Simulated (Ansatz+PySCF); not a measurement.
Values are calculated unless marked as measured or tabulated.
## Ansatz (development build ahead of 0.2.0) run

```yaml
crystal:
  periodic: [false, false, false]
  atoms:
    - { symbol: C, position_ang: [0.0, 0.0, 0.0] }
    - { symbol: O, position_ang: [0.52458, 0.69944, 1.51434] }
basis:
  gaussian: { orbitals: STO-3G }
total_charge: 1
magnetization:
  initial_magnetization: 1
hamiltonian:
  xc: hf
correlation:
  method: fci
  frozen_orbitals: { C: 1, O: 1 }
```

The input is written out in the form of the current development build from the run's settings.

Output:

```
Converged    : yes
Total energy : -110.85571 hartree
State        : lowest doublet root, of any spatial symmetry
```
